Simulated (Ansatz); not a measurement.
A nudged elastic band was laid between two geometries of ClH3Si + H3N (9 atoms, charge 0, multiplicity 1).

The calculation used Ansatz 0.2.0, RKS PBE-D4/def2-SVP.

```
movable images  : 7
climbing image  : yes
spring          : 5.0 eV/Å²
optimiser       : quadratic models (default)
start path      : through a guess of the saddle point
force threshold : 0.05 eV/Å
iteration limit : 60
end points      : relaxed
```

First end point:

```xyz
9
Properties=species:S:1:pos:R:3
Si 0.237 0.021 0.016
Cl 0.552 0.240 2.086
H 1.656 0.053 -0.509
H -0.452 1.193 -0.614
H -0.304 -1.322 -0.368
N -2.280 -0.044 0.994
H -3.082 -0.204 0.368
H -2.463 0.840 1.488
H -2.315 -0.777 1.715
```

Last end point:

```xyz
9
Properties=species:S:1:pos:R:3
Si -0.451 -0.022 -0.410
Cl -0.201 0.528 3.262
H 0.611 -0.980 0.035
H 0.009 1.402 -0.345
H -0.845 -0.345 -1.830
N -1.796 -0.172 0.753
H -2.190 -1.114 0.864
H -2.570 0.492 0.628
H -1.017 0.210 2.219
```

(1) What changes between the two ends?

(2) Give the energies along the band, and the barrier.

(3) What is the geometry of the highest image?

(4) What are the harmonic wavenumbers there?

Answers

(1) Bonds broken: Si1–Cl2, N6–H9. Bonds formed: Si1–N6, Cl2–H9. ClH3Si + H3N becomes ClH + H5NSi.

(2) It converged. The highest image is number 5 of 0 to 8, 13.7 kcal/mol above the first end and 6.9 kcal/mol above the last; the last end lies 6.9 kcal/mol above the first. A vibrational analysis at the climbing image gives one clearly imaginary mode, 144i cm⁻¹: a first-order saddle point. The orbitals stay closed-shell, which can raise the energy where a bond breaks towards radicals; this wasn't checked here.

| image | path coordinate (Å) | energy (kcal/mol) | Si1–Cl2 (Å) | N6–H9 (Å) | Si1–N6 (Å) |
| --- | --- | --- | --- | --- | --- |
| 0 | 0.00 | 0.0 | 2.11 | 1.03 | 2.70 |
| 1 | 1.01 | 0.3 | 2.10 | 1.03 | 2.81 |
| 2 | 2.01 | 0.3 | 2.10 | 1.03 | 2.89 |
| 3 | 3.02 | 3.4 | 2.15 | 1.03 | 2.36 |
| 4 | 4.03 | 11.6 | 2.29 | 1.04 | 2.09 |
| 5 | 5.04 | 13.7 | 2.70 | 1.11 | 1.91 |
| 6 | 5.47 | 11.7 | 3.01 | 1.32 | 1.85 |
| 7 | 5.91 | 7.6 | 3.37 | 1.60 | 1.80 |
| 8 | 6.34 | 6.9 | 3.72 | 1.70 | 1.78 |

(3) 
```xyz
9
Properties=species:S:1:pos:R:3
Si -0.299 0.071 -0.106
Cl 0.215 0.675 2.478
H 0.740 -0.968 0.143
H 0.021 1.515 -0.296
H -0.931 -0.345 -1.432
N -1.883 -0.224 0.926
H -2.251 -1.185 0.865
H -2.645 0.432 0.696
H -1.418 0.029 1.901
```

(4) 144i, 152, 289, 371, 495, 520, 579, 795, 808, 877, 962, 989, 1135, 1454, 1487, 2052, 2207, 2250, 2312, 3388, 3483 cm⁻¹.

Time of the run: 2.2 min on 2 threads of Arm Neoverse V1 (shared host), peak memory 0.12 GiB.
